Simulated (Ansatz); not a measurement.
Zinc-blende MgTe (metastable phase) was calculated with PBEsol (Ansatz, an electronic-structure program, PAW).

Numerical settings: plane-wave cutoff 520 eV, 10×10×10 k mesh, Fermi–Dirac smearing 0.01 eV, scalar-relativistic PAW data made under PBE.

Results at a series of volumes:

```
V (Å³/atom)  E − E_lowest (meV/atom)  P (GPa)
-----------  -----------------------  -------
31.362                         15.11    2.548
32.030                          6.48    1.610
32.697                          1.57    0.764
33.364                          0.00    0.001
34.031                          1.45   -0.687
34.699                          5.63   -1.307
35.366                         12.26   -1.868
```

Q: What bulk modulus B0 and pressure derivative B′ does a third-order Birch–Murnaghan fit give?

A: V0 = 33.365 Å³/atom, B0 = 36.2 GPa, B′ = 4.2 (fit to the energies at full precision).

Measured, for comparison: equilibrium volume per atom 33.08 Å³/atom (room temperature, no zero-point or thermal correction, from epitaxial CdTe/MgTe superlattices; as tabulated in Lucero et al. (2012), arXiv:1111.4515). Computed (rounded) less measured: equilibrium volume per atom +0.9 %.

Spin–orbit coupling is not included.

The computed numbers hold no vibrational or temperature effects.
